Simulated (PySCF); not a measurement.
Species: H₆OSi₂.
Numbering: `[SiH3:1][O:2][SiH3:3]` (hydrogens: H4, H5, H6 on Si1; H7, H8, H9 on Si3)

The same species was optimised twice, with GFN2-xTB and with PBE0-D3(BJ)/def2-SVP (PySCF), and the same property calculations (PySCF, gas phase) were run on both structures.

```tsv
coordinate	GFN2-xTB	PBE0-D3(BJ)/def2-SVP	change
Si1–O2 (Å)	1.617	1.656	+0.039
O2–Si3 (Å)	1.617	1.656	+0.039
Si1–H6 (Å)	1.462	1.495	+0.033
Si3–H7 (Å)	1.462	1.495	+0.033
Si1–H5 (Å)	1.461	1.494	+0.033
Si3–H9 (Å)	1.462	1.494	+0.032
Si3–H8 (Å)	1.461	1.490	+0.029
Si1–H4 (Å)	1.462	1.490	+0.028
Si1–O2–Si3 (°)	170.3	146.5	-23.8
O2–Si1–H5 (°)	106.0	110.2	+4.2
O2–Si3–H9 (°)	106.6	110.3	+3.7
H5–Si1–H6 (°)	112.1	108.8	-3.3
H4–Si1–H5 (°)	112.4	109.4	-3.0
H8–Si3–H9 (°)	112.5	109.4	-3.1
H7–Si3–H9 (°)	111.7	108.9	-2.8
O2–Si1–H6 (°)	107.6	110.3	+2.7
```

Rotational constants: A = 41843, B = 2869, C = 2866 MHz (GFN2-xTB) against A = 34410, B = 2921, C = 2875 MHz (PBE0-D3(BJ)/def2-SVP). Atoms that the bonding makes alike are paired by their places after alignment.

On the GFN2-xTB structure: HOMO (eV) -8.51 [PBE0/pcSseg-1]; LUMO (eV) 0.11 [PBE0/pcSseg-1]; dipole (D) 0.17 [PBE0/pcSseg-1]; GIAO shielding of Si1/Si3 (mean) (ppm) 392.6 [PBE0/pcSseg-1]; GIAO shielding of O2 (ppm) 348.9 [PBE0/pcSseg-1].

Problem. What do these properties become on the PBE0-D3(BJ)/def2-SVP structure?

Solution. 
```json
{"property": "HOMO (eV)", "level": "PBE0/pcSseg-1", "on GFN2-xTB": "-8.51", "on PBE0-D3(BJ)/def2-SVP": "-8.68", "change": "-0.17"}
{"property": "LUMO (eV)", "level": "PBE0/pcSseg-1", "on GFN2-xTB": "0.11", "on PBE0-D3(BJ)/def2-SVP": "-0.01", "change": "-0.12"}
{"property": "dipole (D)", "level": "PBE0/pcSseg-1", "on GFN2-xTB": "0.17", "on PBE0-D3(BJ)/def2-SVP": "0.46", "change": "+0.29"}
{"property": "energy, GFN2-xTB geometry as zero (kcal/mol)", "level": "PBE0/pcSseg-1", "on GFN2-xTB": "0.0", "on PBE0-D3(BJ)/def2-SVP": "-3.0", "change": "-3.0"}
{"property": "GIAO shielding of Si1/Si3 (mean) (ppm)", "level": "PBE0/pcSseg-1", "on GFN2-xTB": "392.6", "on PBE0-D3(BJ)/def2-SVP": "387.7", "change": "-4.9"}
{"property": "GIAO shielding of O2 (ppm)", "level": "PBE0/pcSseg-1", "on GFN2-xTB": "348.9", "on PBE0-D3(BJ)/def2-SVP": "341.0", "change": "-7.9"}
```

The heavy atoms differ by 0.162 Å rms after alignment. Among all bonds Si1–O2 and O2–Si3 change most and about equally (+0.039 Å). Changes are differences of the printed values. Neither structure is proved a minimum here.
